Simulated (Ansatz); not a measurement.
# AlHCl (quartet): wave-function methods side by side, cc-pVTZ

An exercise on one series of results from a longer session: the logs are not shown, and one member is left open.

Computed with Ansatz 0.2.0, Gaussian basis. Level: cc-pVTZ, core rule «outside noble gas», up to 10 orbitals frozen.

To be run: UHF; CCSD(T) on ROHF; CCSD(T) on UHF; BCCD(T) on ROHF; CCSDT(Q) on ROHF; CCSDT(Q) on UHF.

14 further runs of the same task are left out: 12 for a known fault of the program, 2 set aside as unsound or not needed.

## The system

The geometry is a PBE0/def2-TZVP stationary point (not a proven minimum).

3 atoms, charge 0, spin multiplicity 4.

Atoms are counted from 1 here; the program's logs count them from 0.

Bond lengths: Al1–Cl2 2.197 Å, Al1–H3 1.817 Å. Angles: Cl2–Al1–H3 63.0°.

The first run:

File in.yaml:

```yaml
crystal:
  periodic: [false, false, false]
  atoms:
    - {symbol: Al, position_ang: [0.000000, -0.050236, 1.239922]}
    - {symbol: Cl, position_ang: [0.000000, -0.006816, -0.956330]}
    - {symbol: H, position_ang: [0.000000, 1.584516, 0.446218]}
basis:
  gaussian: {orbitals: cc-pVTZ}
magnetization: {spin_polarized: true, initial_magnetization: 3}
hamiltonian: {xc: hf}
output: {orbitals: {seedname: orbitals}}
```

Started as:

```
ansatz run in.yaml --threads 1 --pin off --events-out ev --progress --plain --max-ram 4096MiB --backend cpu
```

Steps of the session up to this table: UHF; CCSD(T) on ROHF; CCSD(T) on UHF; BCCD(T) on ROHF; CCSDT(Q) on ROHF; CCSDT(Q) on UHF.

One of the session's tables, all rows but one given; the rest of the session is left out.

```
   method  from UCCSDT(Q) (kcal/mol)
     ROHF                    +169.77
      UHF                          ?
     RMP2                     +24.19
     UMP2                     +23.83
    RCCSD                      +8.37
    UCCSD                      +8.16
 RCCSD(T)                      +1.08
 UCCSD(T)                      +1.05
  BCCD(T)                      +1.08
   RCCSDT                      +0.44
   UCCSDT                      +0.39
RCCSDT(Q)                      +0.07
UCCSDT(Q)                          0
```

**Question.** Estimate the row for UHF.

**Answer.** from UCCSDT(Q) (kcal/mol): +167.05. In the column «from UCCSDT(Q) (kcal/mol)» it lies between RMP2 (+24.19) and ROHF (+169.77).

With the free atoms at the same levels and basis (separate runs), the atomisation energy is 2.163 eV at UCCSDT(Q), 2.151 eV at RCCSD(T), 2.151 eV at UCCSD(T), 1.585 eV at ROHF.

Caveats from the session: Restricted and unrestricted rows rest on different reference determinants; where their highest levels disagree by more than a few hundredths of an eV, they describe different states and don't form one ladder.
